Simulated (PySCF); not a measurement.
Z-matrix (Å, degrees):
```
Si
H 1 1.4860
H 1 1.4860 2 111.24
H 1 1.4860 2 111.24 3 124.62
```
Charge 0, spin multiplicity 2.

### Question
What dipole moment, highest occupied spin orbital and total energy does ωB97X-D3(BJ)/def2-TZVP // PBE0-D3(BJ)/def2-TZVP run with PySCF 2.14.0 give?

### Answer

The dipole moment is 0.02 D and the highest occupied spin orbital is -8.59 eV. The total energy comes out as -7925.59 eV.
